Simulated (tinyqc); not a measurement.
Starting guesses with DIIS over 6 matrices: SCF starting guesses in the sto-6g basis, for H2O, spin multiplicity 1. Computed by the program tinyqc with PySCF. RHF with one setting changed at a time; a run stops when the energy changes by less than 1e-09 hartree and the error matrix is below 1e-5. Starts: the lowest orbitals of the core Hamiltonian, of the Wolfsberg-Helmholz matrix (K = 1.75), projected atomic densities, random orbitals, and the highest orbitals of the core Hamiltonian (a deliberately bad start).

Geometry (angstrom):

| atom | x | y | z |
|---|---|---|---|
| O | 0.0000 | 0.0000 | 0.0000 |
| H | 0.0000 | 0.7140 | 0.5770 |
| H | 0.0000 | -0.7020 | 0.5680 |

lowest restricted solution found by these runs and by PySCF = -75.666609 hartree

Largest element of the error matrix X^T (FDS - SDF) X:

| iteration | core | Wolfsberg-Helmholz | atomic densities | random | highest core orbitals |
|---|---|---|---|---|---|
| 1 | 7.3e-01 | 4.4e-01 | 1.5e+00 | 1.9e+01 | 4.0e-01 |
| 2 | 6.8e-02 | 1.0e-01 | 1.8e-01 | 6.8e-01 | 7.4e-01 |
| 3 | 2.0e-02 | 2.6e-02 | 2.0e-02 | 6.8e-02 | 6.9e-01 |
| 4 | 2.9e-03 | 3.6e-03 | 4.1e-03 | 3.1e-02 | 7.1e-01 |
| 5 | 5.8e-04 | 1.3e-04 | 8.7e-05 | 5.2e-03 | 6.6e-01 |
| 6 | 5.9e-05 | 8.4e-06 | 9.3e-06 | 3.4e-04 | 3.6e-01 |
| 8 | 7.9e-08 | - | - | 1.8e-05 | 1.3e-03 |
| 10 | - | - | - | - | 1.0e-05 |

How each run ends:

| run | iterations | E (hartree) | state |
|---|---|---|---|
| core | 8 | -75.66661 | lowest found |
| Wolfsberg-Helmholz | 7 | -75.66661 | lowest found |
| atomic densities | 7 | -75.66661 | lowest found |
| random | 9 | -75.66661 | lowest found |
| highest core orbitals | 11 | -75.66661 | lowest found |

What does the comparison show, and why?

5 of 5 runs reach the lowest restricted solution found, in 7 to 11 iterations (fastest: Wolfsberg-Helmholz, atomic densities). The first errors are 7e-01, 4e-01, 2e+00, 2e+01, 4e-01; the deliberately bad start has the smallest one, so a small first error does not mark a good start.
